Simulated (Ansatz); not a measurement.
hcp Os

These are r²SCAN-D4 (PAW; Ansatz, an electronic-structure program) values and carry that method's errors.

Settings: plane-wave cutoff 500 eV, 30×30×18 k mesh (along the axes of the cell as run), Fermi–Dirac smearing 0.1 eV, no spin polarisation, scalar-relativistic PAW data made under PBE.

Cell (relaxed at this level):

Space group P6₃/mmc (No. 194); a = b = 2.7335 Å, c = 4.3117 Å, α = β = 90.00°, γ = 120.00°

```json
[
 {"atom": "Os", "site": "2c", "symmetry": "-6m2", "x": "0.3333", "y": "0.6667", "z": "0.2500"}
]
```

| Item | Value |
|---|---|
| equilibrium volume per atom | 13.95 Å³/atom |
| lattice constant a | 2.734 Å |
| c axis length | 4.312 Å |

Measured, for comparison: lattice constant a 2.734 Å (293 K, not corrected to a static lattice, our sources range from 2.734 to 2.740; as tabulated in Wikipedia's data pages); lattice parameter c 4.320 Å (293 K, not corrected to a static lattice; as tabulated in Wikipedia's data pages). Computed (rounded) less measured: lattice constant a 0.0 % (0.0 % to -0.2 % over the range), lattice parameter c -0.2 %.

Spin–orbit coupling is not included.

Computed values are for the static lattice.

It cost roughly 4 core-minutes of CPU time.
